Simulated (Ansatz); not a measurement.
Results of r²SCAN+SOC in Ansatz (PAW) for fcc Au.

Numerical settings: plane-wave cutoff 560 eV, 24×24×24 k mesh, Fermi–Dirac smearing 0.05 eV, PAW data made under PBE.

Pressure at four volumes; x = ln(V/17.372 Å³). One pressure is withheld.

| V (Å³/atom) | x | P (GPa) |
|---|---|---|
| 16.330 | -0.0619 | ? |
| 16.678 | -0.0408 | 7.36 |
| 17.372 | 0.0000 | -0.04 |
| 18.415 | 0.0583 | -7.93 |

### Question
Pass a parabola P(x) through the three rows shown, estimate the bulk modulus and its pressure derivative near zero pressure, and predict the withheld pressure.

### Answer
Slopes between the rows: (-0.04 − (7.36))/(0.0000 − (-0.0408)) = -181.37 and (-7.93 − (-0.04))/(0.0583 − (0.0000)) = -135.33 GPa. Their difference over the span 0.0991 is c = 46.04/0.0991 = 464.6 GPa, so P(x) = 7.36 + (-181.37)(x − (-0.0408)) + 464.6 (x − (-0.0408))(x − (0.0000)). At the middle row B = −dP/dx = −[-181.37 + 464.6 × 0.0408] = 162.4 GPa, and B′ = dB/dP = 2c/B = 5.7. At x = -0.0619 the parabola gives 11.79 GPa; the run gives 11.90 GPa. The Birch–Murnaghan fit to the energies at all volumes has B0 = 161 GPa and B′ = 5.9.

Measured, for comparison: bulk modulus 182 GPa (0 K value with the zero-point phonon effect removed, sources range from 175 to 182; as tabulated in Mejia-Rodriguez and Trickey (2018), arXiv:1807.09216). Computed less measured: bulk modulus -12 % (-8 % to -12 % over the range).

Ansatz is an electronic-structure program.
